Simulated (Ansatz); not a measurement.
Level of theory: frozen-core CCSD(T)/cc-pVTZ // PBE0-D4/def2-TZVP in Ansatz (a quantum-chemistry and plane-wave program).

Ansatz 0.2 input:
```yaml
crystal:
  periodic: [false, false, false]
  atoms:
    - { symbol: C, position_ang: [-0.435269, -0.045276, -0.111518] }
    - { symbol: O, position_ang: [0.845343, -0.446777, 0.085341] }
    - { symbol: H, position_ang: [-1.169398, -0.81177, 0.088551] }
    - { symbol: H, position_ang: [-0.679747, 1.006664, -0.020989] }
    - { symbol: H, position_ang: [1.439072, 0.297158, -0.041385] }
basis:
  gaussian: { orbitals: cc-pVTZ }
correlation:
  method: ccsd_t
magnetization:
  spin_polarized: true
  initial_magnetization: 1
```

Output:

```
Functional definition: HF
591 factors; integrals over basis functions are off by at most 1.0e-3 eV
mean field evaluation 1: about -3113.2234 eV, gradient 1.8e1 eV
mean field evaluation 2: about -3113.2258 eV, gradient 1.8e1 eV
mean field evaluation 4: about -3114.6299 eV, gradient 2.5e0 eV
mean field evaluation 8: about -3114.6859 eV, gradient 2.0e-1 eV
mean field evaluation 16: about -3114.6712 eV, gradient 7.8e-1 eV
mean field -3114.68675689 eV, -114.4626271053 hartree, gradient 2.1e-6 eV, S^2 0.762003; 0 other end points of the search recorded, 0 dependent functions left out
2 core orbitals not correlated
reference -3114.68675689 eV, -114.4626271053 hartree; 7, 6 occupied and 93, 94 virtual orbitals, 591 factors
second order -10.69065353 eV of doubles, -0.00000000 eV of singles
cycle   1  -10.87304686 eV  change   -1.8e-1 eV  update   6.5e-2
cycle   2  -11.13422908 eV  change   -2.6e-1 eV  update   2.0e-2
cycle   3  -11.19566979 eV  change   -6.1e-2 eV  update   1.3e-2
cycle   4  -11.18890312 eV  change    6.8e-3 eV  update   5.2e-3
cycle   5  -11.19079498 eV  change   -1.9e-3 eV  update   2.4e-3
cycle   6  -11.19085000 eV  change   -5.5e-5 eV  update   6.9e-4
cycle   7  -11.19070559 eV  change    1.4e-4 eV  update   2.1e-4
cycle   8  -11.19075130 eV  change   -4.6e-5 eV  update   1.1e-4
cycle   9  -11.19072933 eV  change    2.2e-5 eV  update   3.3e-5
cycle  10  -11.19072053 eV  change    8.8e-6 eV  update   1.4e-5
perturbative correction -0.38211936 eV, -0.0140426276 hartree
Total energy: -3126.25959679 eV, -114.8879211270 hartree
```

Cost: about 9 core-seconds (a rough figure).
